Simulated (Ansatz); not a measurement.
A calculation with Ansatz (development build ahead of 0.2.0).

```yaml
crystal:
  periodic: [false, false, false]
  atoms:
    - { symbol: Si, position_ang: [0.00065, -0.00147, 0.04997] }
    - { symbol: H, position_ang: [0.86083, 0.85412, 0.91125] }
    - { symbol: H, position_ang: [0.87413, -0.87723, -0.90785] }
    - { symbol: H, position_ang: [-0.89228, 0.83174, -0.88771] }
    - { symbol: H, position_ang: [-0.85795, -0.89456, 0.8995] }
basis:
  gaussian: { orbitals: STO-3G }
hamiltonian:
  xc: hf
correlation:
  method: mp2
  frozen_orbitals: { H: 0, Si: 5 }
```

The input is written out in the form of the current development build from the run's settings.

Output:

* Converged: yes
* Reference energy: -287.89472 hartree
* Correlation energy: -0.04942 hartree
* Total energy: -287.94414 hartree
* Spin squared of the determinant: 0.000
